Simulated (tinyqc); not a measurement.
Inside a calculation (part 2 of 2). Method: CIS and TDHF on RHF in the sto-3g basis, frozen core, for H2O, spin multiplicity 1. Computed by tinyqc, a small Python program that keeps every step (integrals from PySCF). Command: `OMP_NUM_THREADS=1 python tinyqc.py 22649 22650 out.jsonl` (the two numbers bound the seeds that draw the settings). One thread of a shared host (Intel(R) Xeon(R) Processor @ 2.60GHz), about 0.07 s of CPU time with the checks.

Geometry (angstrom):

| atom | x | y | z |
|---|---|---|---|
| O | 0.00000 | 0.00000 | 0.00000 |
| H | 0.00000 | 0.81500 | 0.76700 |
| H | 0.00000 | -0.81500 | 0.76700 |

## TDHF (RPA) singlet states

CIS matrix A, singlet (hartree), lower triangle:
```
         2>6       2>7      3>6      3>7      4>6      4>7      5>6      5>7
2>6  1.27944
2>7  0.00000   1.29010
3>6  0.00000  -0.01982  0.58372
3>7  0.05043   0.00000  0.00000  0.81720
4>6  0.06845   0.00000  0.00000  0.15393  0.59667
4>7  0.00000  -0.01682  0.04426  0.00000  0.00000  0.58307
5>6  0.00000   0.00000  0.00000  0.00000  0.00000  0.00000  0.35355
5>7  0.00000   0.00000  0.00000  0.00000  0.00000  0.00000  0.00000  0.38949
```

Two-electron integrals over orbitals (pq|rs), unique and non-zero (hartree); the lowest 1 orbital is frozen and left out:
```
(22|22) 0.72554    (32|32) 0.12941    (33|22) 0.62023    (33|33) 0.59743
(42|22) -0.02578   (42|33) 0.00219    (42|42) 0.12911    (43|32) 0.02512
(43|43) 0.05748    (44|22) 0.65144    (44|33) 0.56569    (44|42) -0.08836
(44|44) 0.68227    (52|52) 0.15045    (53|53) 0.02702    (54|52) -0.04585
(54|54) 0.04797    (55|22) 0.75476    (55|33) 0.60684    (55|42) -0.08416
(55|44) 0.67877    (55|55) 0.88016    (62|22) 0.13115    (62|33) 0.07031
(62|42) 0.03263    (62|44) 0.05535    (62|55) 0.13813    (62|62) 0.09633
(63|32) -0.02923   (63|43) -0.03530   (63|63) 0.06762    (64|22) 0.12999
(64|33) 0.05289    (64|42) -0.05998   (64|44) 0.13170    (64|55) 0.15601
(64|62) 0.05562    (64|64) 0.10651    (65|52) 0.04900    (65|54) 0.00640
(65|65) 0.03448    (66|22) 0.60383    (66|33) 0.55440    (66|42) 0.04280
(66|44) 0.55144    (66|55) 0.58815    (66|62) 0.09669    (66|64) 0.05765
(66|66) 0.59095    (72|32) 0.05349    (72|43) -0.03321   (72|63) 0.03055
(72|72) 0.06678    (73|22) 0.16155    (73|33) 0.09025    (73|42) -0.08368
(73|44) 0.13209    (73|55) 0.20199    (73|62) 0.06567    (73|64) 0.10812
(73|66) 0.04750    (73|73) 0.16414    (74|32) -0.07461   (74|43) -0.01653
(74|63) 0.05328    (74|72) -0.01522   (74|74) 0.07467    (75|53) 0.02375
(75|75) 0.02399    (76|32) 0.08091    (76|43) 0.06230    (76|63) -0.05856
(76|72) -0.00741   (76|74) -0.06228   (76|76) 0.10784    (77|22) 0.60095
(77|33) 0.58083    (77|42) -0.01362   (77|44) 0.56826    (77|55) 0.59812
(77|62) 0.05790    (77|64) 0.04713    (77|66) 0.55226    (77|73) 0.08413
(77|77) 0.58754
```

B(ia,jb) = 2 (ia|jb) - (ib|ja); the squared energies are the eigenvalues of (A - B)(A + B); 1 hartree = 27.211386 eV.

TDHF matrix B, singlet (hartree), lower triangle:
```
         2>6       2>7       3>6      3>7      4>6      4>7      5>6      5>7
2>6  0.09633
2>7  0.00000   0.06678
3>6  0.00000  -0.00458   0.06762
3>7  0.10079   0.00000   0.00000  0.16414
4>6  0.05562   0.00000   0.00000  0.16295  0.10651
4>7  0.00000  -0.01522  -0.00156  0.00000  0.00000  0.07467
5>6  0.00000   0.00000   0.00000  0.00000  0.00000  0.00000  0.03448
5>7  0.00000   0.00000   0.00000  0.00000  0.00000  0.00000  0.00000  0.02399
```

squared energies w^2 (hartree^2): 0.12381  0.15113  0.26178  0.28532  0.38784  0.69761  1.63608  1.66205

TDHF energies from the positive w^2 (eV): 9.57461  10.57851  13.92266  14.53498  16.94646  22.72776  34.80594  35.08102

## CIS matrix, triplets

orbital energies (hartree): MO1 -20.27629, MO2 -1.21160, MO3 -0.52385, MO4 -0.45609, MO5 -0.39371, MO6 0.47902, MO7 0.54591

A(ia,jb) = (e_a - e_i) d_ij d_ab - (ij|ab).

CIS matrix A, triplet (hartree), lower triangle:
```
          2>6       2>7       3>6       3>7      4>6      4>7      5>6      5>7
2>6   1.08678
2>7   0.00000   1.15655
3>6   0.00000  -0.08091   0.44847
3>7  -0.08091   0.00000   0.00000   0.48893
4>6  -0.04280   0.00000   0.00000  -0.06230  0.38366
4>7   0.00000   0.01362  -0.06230   0.00000  0.00000  0.43373
5>6   0.00000   0.00000   0.00000   0.00000  0.00000  0.00000  0.28458
5>7   0.00000   0.00000   0.00000   0.00000  0.00000  0.00000  0.00000  0.34150
```

## CIS triplet states

Diagonalise A (1 hartree = 27.211386 eV); each vector has its largest component positive (the first on a tie).

triplet excitation energies (eV): 7.74380  9.29282  9.45249  10.22632  13.51562  13.95435  29.91056  31.73545

lowest vectors:
```
     state 1  state 2  state 3  state 4   state 5   state 6
2>6  0.00000  0.00000  0.10047  0.00000   0.00000   0.09066
2>7  0.00000  0.00000  0.00000  0.05851   0.10225   0.00000
3>6  0.00000  0.00000  0.00000  0.68656   0.71802   0.00000
3>7  0.00000  0.00000  0.44835  0.00000   0.00000   0.88487
4>6  0.00000  0.00000  0.88819  0.00000   0.00000  -0.45693
4>7  0.00000  0.00000  0.00000  0.72472  -0.68847   0.00000
5>6  1.00000  0.00000  0.00000  0.00000   0.00000   0.00000
5>7  0.00000  1.00000  0.00000  0.00000   0.00000   0.00000
```

## TDHF (RPA) triplet states

B(ia,jb) = - (ib|ja); the squared energies are the eigenvalues of (A - B)(A + B); 1 hartree = 27.211386 eV.

TDHF matrix B, triplet (hartree), lower triangle:
```
          2>6       2>7       3>6       3>7       4>6       4>7       5>6       5>7
2>6  -0.09633
2>7   0.00000  -0.06678
3>6   0.00000  -0.06567  -0.06762
3>7  -0.03055   0.00000   0.00000  -0.16414
4>6  -0.05562   0.00000   0.00000  -0.05328  -0.10651
4>7   0.00000   0.01522  -0.10812   0.00000   0.00000  -0.07467
5>6   0.00000   0.00000   0.00000   0.00000   0.00000   0.00000  -0.03448
5>7   0.00000   0.00000   0.00000   0.00000   0.00000   0.00000   0.00000  -0.02399
```

squared energies w^2 (hartree^2): 0.07980  0.08466  0.10729  0.11605  0.24341  0.24867  1.19725  1.35032

TDHF energies from the positive w^2 (eV): 7.68674  7.91748  8.91297  9.26985  13.42517  13.56943  29.77436  31.62051
